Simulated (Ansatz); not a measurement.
The cluster Na₃. The state is a doublet with charge 0. Geometry B3LYP/def2-TZVP.

```csv
atom,x (Å),y (Å),z (Å)
Na1,0.795,0.588,-0.296
Na2,-0.937,-0.924,-2.556
Na3,0.142,0.336,2.852
```

Another isomer (doublet) lies 0.04 eV lower at PBE0/def2-TZVP; other spin states weren't run for this one.

Estimate the α-spin orbital energies around the gap (eV) in Ansatz with PBE/def2-TZVP, r2SCAN/def2-TZVP, PBE0/def2-TZVP, r2SCAN0/def2-TZVP.


```
orbital  PBE/def2-TZVP  r2SCAN/def2-TZVP  PBE0/def2-TZVP  r2SCAN0/def2-TZVP
 HOMO−9         -28.40            -29.47          -31.82             -32.58
 HOMO−8         -28.40            -29.47          -31.82             -32.58
 HOMO−7         -28.40            -29.47          -31.82             -32.58
 HOMO−6         -28.39            -29.46          -31.82             -32.58
 HOMO−5         -28.39            -29.46          -31.82             -32.58
 HOMO−4         -28.08            -29.13          -31.46             -32.24
 HOMO−3         -28.08            -29.14          -31.46             -32.24
 HOMO−2         -28.08            -29.13          -31.46             -32.23
 HOMO−1          -3.57             -3.59           -4.15              -4.16
   HOMO          -2.84             -2.96           -3.30              -3.43
   LUMO          -1.75             -1.57           -1.30              -1.19
 LUMO+1          -1.25             -1.14           -0.82              -0.76
 LUMO+2          -1.20             -1.08           -0.77              -0.71
 LUMO+3          -0.91             -0.83           -0.46              -0.42
 LUMO+4          -0.64             -0.56           -0.20              -0.18
 LUMO+5          -0.32             -0.17            0.14               0.21
 β HOMO          -3.35             -3.31           -3.79              -3.78
 β LUMO          -2.34             -1.93           -1.83              -1.57
```
